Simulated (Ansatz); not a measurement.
Process, species as SMILES: [F][Al][F] → Al atom + 2 F atom
B3LYP-D3(BJ)/def2-TZVP geometries, fixed; electronic energies without zero-point terms.

Basis-set convergence of the atomisation energy at wB97M-V with Ansatz (a program for electronic structure). Cartesian d functions, on some or all atoms, in 6-311+G**; all else is spherical. The program fits the integrals of some runs and decomposes those of others, by size. Open shells are unrestricted. The functional holds VV10 correlation; no added dispersion term, no relativity. Functions are those of the species that has most. Reference: the value in aug-cc-pV(5+d)Z, 266.78 kcal/mol, itself unsure by roughly 0.26 kcal/mol (its mean distance from pcseg-4, aug-pcseg-3, aug-cc-pV(Q+d)Z). Deviations are taken from unrounded values.

```json
[
 {"basis": "pcseg-0", "functions": "31", "atomisation energy (kcal/mol)": "237.75", "minus reference (kcal/mol)": "-29.04"},
 {"basis": "pcseg-1", "functions": "46", "atomisation energy (kcal/mol)": "256.23", "minus reference (kcal/mol)": "-10.55"},
 {"basis": "cc-pV(D+d)Z", "functions": "51", "atomisation energy (kcal/mol)": "259.31", "minus reference (kcal/mol)": "-7.47"},
 {"basis": "def2-SVPD", "functions": "70", "atomisation energy (kcal/mol)": "264.78", "minus reference (kcal/mol)": "-2.00"},
 {"basis": "6-311+G**", "functions": "75", "atomisation energy (kcal/mol)": "254.99", "minus reference (kcal/mol)": "-11.79"},
 {"basis": "6-311++G(2d,2p)", "functions": "89", "atomisation energy (kcal/mol)": "262.34", "minus reference (kcal/mol)": "-4.44"},
 {"basis": "def2-TZVPP", "functions": "104", "atomisation energy (kcal/mol)": "265.45", "minus reference (kcal/mol)": "-1.34"},
 {"basis": "def2-TZVPD", "functions": "123", "atomisation energy (kcal/mol)": "265.23", "minus reference (kcal/mol)": "-1.56"},
 {"basis": "cc-pV(Q+d)Z", "functions": "174", "atomisation energy (kcal/mol)": "267.51", "minus reference (kcal/mol)": "0.73"}
]
```
